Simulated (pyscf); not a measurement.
Elementary routes open to H₂N–NH₂ + disilane (H₃Si–SiH₃) in the gas phase (singlet surface):
A. silylamine (H₂N–SiH₃) + silylamine (H₂N–SiH₃) (N–N, Si–Si broken; N–Si, N–Si formed)
B. H₂N–NH–SiH₃ + silane (SiH₄) (H–N, Si–Si broken; N–Si, H–Si formed)

Optimised with ωB97X-D3(BJ)/def2-SVP in PySCF.

**Question.** Rank the routes by free-energy barrier at 298 K, lowest first, for ωB97M-D3(BJ)/def2-TZVP energies (ideal gas, 1 atm, RRHO with modes under 100 cm⁻¹ raised to 100, one conformer, R ln 2 for chiral ones without a mode under 150 cm⁻¹).

**Answer.** B (1.92 eV), A (3.55 eV)

Route B is the fastest of these, ahead of the next by 1.63 eV. The most stable products are those of A (ΔG = -2.81 eV), whose barrier is 1.63 eV higher: the kinetic and the thermodynamic product differ. At 1200 K B is still the fastest. A: On the reactant side the descent ends in a complex (not fully relaxed), 0.25 eV under the separated species and 3.55 eV under the saddle at ωB97X-D3(BJ)/def2-TZVP. On the product side the descent ends in a complex (not fully relaxed), 0.19 eV under the separated species and 5.99 eV under the saddle at ωB97X-D3(BJ)/def2-TZVP. Only these routes are compared; each barrier is that of the saddle found, and lower ones may exist. A restricted solution here is unstable towards spin polarisation, so biradical character is likely and single-reference numbers are less safe.
